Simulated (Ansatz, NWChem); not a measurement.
Worked example: vertical ionisation energy of Si2H6 (disilane)

The species is Si2H6 (8 atoms), meant as a singlet with charge 0. SMILES: `[SiH3][SiH3]`. Geometry: relaxed at PBE0-D4/def2-TZVP.

| atom | x (Å) | y (Å) | z (Å) |
| --- | --- | --- | --- |
| Si | -0.3405 | 0.4902 | -1.0049 |
| Si | 0.3635 | -0.5044 | 0.9910 |
| H | 0.8339 | 0.9482 | -1.7949 |
| H | -1.1129 | -0.4839 | -1.8219 |
| H | -1.2080 | 1.6641 | -0.7179 |
| H | 1.1390 | 0.4686 | 1.8063 |
| H | 1.2281 | -1.6805 | 0.7040 |
| H | -0.8110 | -0.9592 | 1.7826 |

Both states at this one shape; open shells run unrestricted unless said. 1 Eh = 27.2114 eV.

```tsv
level	program	singlet Si2H6 (Eh)	doublet [Si2H6]+ (Eh)
SVWN5/6-31G* (spherical functions)	NWChem	-580.141451	-579.757017
CAM-B3LYP/MINI	NWChem	-579.271289	-578.784275
PBE0-DH/x2c-SVPall (sfX2C), 10 core orbitals frozen	Ansatz	-583.283505	-582.890173
```

Work out the vertical ionisation energy at each level.


1. SVWN5/6-31G* (spherical functions): -579.757017 − (-580.141451) = 0.384434 Eh = 10.46 eV.
2. CAM-B3LYP/MINI: -578.784275 − (-579.271289) = 0.487014 Eh = 13.25 eV.
3. PBE0-DH/x2c-SVPall (sfX2C): -582.890173 − (-583.283505) = 0.393332 Eh = 10.70 eV.

No measured value is set beside it here; the levels span 10.46 to 13.25 eV. Minimal sets are far from the basis-set limit.
